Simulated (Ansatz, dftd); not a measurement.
Reaction: CH3Cl (chloromethane, SMILES CCl) → CH2Cl (SMILES Cl[CH2], doublet) + H (doublet) (the C-H bond breaks)
Each species at its own B3LYP-D3(BJ)/def2-TZVP minimum (Ansatz, a program for electronic structure).

Property: bond dissociation energy (electronic), in kJ/mol. Open shells are spin-unrestricted; no spin-orbit coupling. Correlated methods leave the cores frozen. Rows without X2C or -DK are non-relativistic. CBS(X,Y): correlation extrapolated as X^-3, Hartree-Fock from the larger set (Q,5: extrapolated as (X+1)exp(-9√X)). A bracket is a step between two methods taken in the basis named. Functionals run without relativity, which enters their misses. 'core' is core correlation in cc-pwCVTZ (1s frozen past Ne), 'X2C' scalar relativity in cc-pVTZ-DK, both at CCSD(T). For partners of very few electrons the exact lower level stands in for a higher one.

Compared with CCSD(T)/CBS(cc-pV(Q+d)Z,cc-pV(5+d)Z) + [CCSDT(Q) - CCSD(T)]/cc-pV(T+d)Z + core + X2C (Ansatz): 447.0 kJ/mol.

**Question.** Rank these levels by how close they come to it, closest first: PBE-D4/def2-TZVPD (Ansatz + dftd4); PBE-D3(BJ)/def2-TZVPD (Ansatz + dftd3); CCSD/CBS(cc-pV(T+d)Z,cc-pV(Q+d)Z) (Ansatz).

**Answer.** CCSD/CBS(cc-pV(T+d)Z,cc-pV(Q+d)Z) (446.1 kJ/mol, difference -0.9), PBE-D3(BJ)/def2-TZVPD (428.5 kJ/mol, difference -18.5), PBE-D4/def2-TZVPD (428.2 kJ/mol, difference -18.8)
